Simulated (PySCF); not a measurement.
**Ionisation energy of F by level of theory**

F [He] 2s2 2p5 (2P) → F⁺ [He] 2s2 2p4 (3P), as a difference of total energies. All numbers are calculated (PySCF 2.14, no relativity, point nucleus, in dyall-acv3z (15s9p4d2f, 76 functions)). Correlated levels: valence: 1s2 frozen; valence and next inner shell: nothing frozen; virtual orbitals above 40 to 60 times the deepest correlated orbital energy dropped. The calculations carry no spin-orbit coupling.

```csv
method,ionisation energy (eV),error (eV)
UHF,15.652,-1.775
LDA,17.959,+0.532
PBE,17.656,+0.229
PBE0,17.444,+0.017
r2SCAN,17.540,+0.113
TPSSh,17.369,-0.058
r2SCANh,17.470,+0.043
CAM-B3LYP,17.734,+0.307
revPBE,17.547,+0.120
MP2 (valence),17.302,-0.125
SCS-MP2 (valence),17.293,-0.134
MP2 (valence and next inner shell),17.315,-0.112
SCS-MP2 (valence and next inner shell),17.298,-0.129
```

Reference: 17.427 eV (measured; NIST levels, between the centres of gravity of the two terms).

Errors of the correlated levels include the incompleteness of this basis and the frozen core.
